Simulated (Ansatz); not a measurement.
# Al2HO (quartet): from Hartree-Fock to the top rungs at a displaced geometry (v1), cc-pVDZ

One table from this session's results is given with a row withheld; the runs are named, their logs left out.

Method: cc-pVDZ, core rule «outside noble gas», up to 11 orbitals frozen; program: Ansatz 0.2.0, Gaussian basis.

Plan: UHF; CCSD(T) on ROHF; CCSD(T) on UHF; BCCD(T) on ROHF; CISD; CCSDT(Q) on ROHF; CCSDT(Q) on UHF.

24 further runs of the same task are left out: 9 that didn't finish, 15 set aside as unsound or not needed.

## The system

The geometry is a PBE0/def2-TZVP stationary point (not a proven minimum) with its atoms shifted at random (size 0.040 Å).

4 atoms, charge 0, spin multiplicity 4.

Atoms are counted from 1 here; the program's logs count them from 0.

Bond lengths: Al1–Al2 2.333 Å, Al2–O3 1.607 Å, O3–H4 0.983 Å. Angles: Al1–Al2–O3 176.9°, Al2–O3–H4 170.4°.

Coordinates:

| atom | x (Å) | y (Å) | z (Å) |
| --- | --- | --- | --- |
| Al1 | 0.00234 | -0.00185 | -2.79628 |
| Al2 | 0.00150 | -0.01799 | -0.46303 |
| O3 | 0.04947 | 0.04132 | 1.14186 |
| H4 | -0.05331 | -0.02149 | 2.11746 |

Set-up of the first run:

Input file in.yaml:

```yaml
crystal:
  periodic: [false, false, false]
  atoms:
    - {symbol: Al, position_ang: [0.002337, -0.001845, -2.796279]}
    - {symbol: Al, position_ang: [0.001504, -0.017987, -0.463032]}
    - {symbol: O, position_ang: [0.049468, 0.041323, 1.141855]}
    - {symbol: H, position_ang: [-0.053309, -0.021491, 2.117457]}
basis:
  gaussian: {orbitals: cc-pVDZ}
magnetization: {spin_polarized: true, initial_magnetization: 3}
hamiltonian: {xc: hf}
output: {orbitals: {seedname: orbitals}}
```

Run with:

```console
$ ansatz run in.yaml --threads 1 --pin off --events-out ev --progress --plain --max-ram 2393MiB
```

Among the steps run: UHF; CCSD(T) on ROHF; CCSD(T) on UHF; BCCD(T) on ROHF; CISD; CCSDT(Q) on ROHF; CCSDT(Q) on UHF.

One of the session's tables, all rows but one given; the rest of the session is left out.

```
   method  from UCCSDT(Q) (kJ/mol)
     ROHF                   +781.5
      UHF                   +777.1
     RMP2                    +82.9
     UMP2                        ?
     CISD                    +94.9
    RCCSD                    +27.4
    UCCSD                    +27.3
 RCCSD(T)                     +6.0
 UCCSD(T)                     +6.0
  BCCD(T)                     +5.8
   RCCSDT                     +2.5
   UCCSDT                     +2.5
RCCSDT(Q)                     +0.2
UCCSDT(Q)                        0
```

Q: Estimate the row for UMP2 from the others.

The run gave: from UCCSDT(Q) (kJ/mol): +83.7. In the column «from UCCSDT(Q) (kJ/mol)» it lies between RMP2 (+82.9) and CISD (+94.9).

Limits of these values: Restricted and unrestricted rows rest on different reference determinants; where their highest levels disagree by more than a few hundredths of an eV, they describe different states and don't form one ladder.
